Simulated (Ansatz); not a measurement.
Elastic constant C12 of rock-salt KCl at several levels of theory

No measured value is used here.

```csv
level (code),value (GPa),cell (Å³/atom)
LDA (Ansatz),6.8,28.04
PBE (Ansatz),6.3,32.48
r²SCAN (Ansatz),5.8,31.15
HSE06 (Ansatz),6.4,31.93
```

Each level is taken at its own relaxed cell. Cutoffs differ between the levels. Ansatz's density-functional and Hartree–Fock values are scalar-relativistic unless marked +SOC, with PAW data made under PBE.

Ansatz is a program for electronic structure.
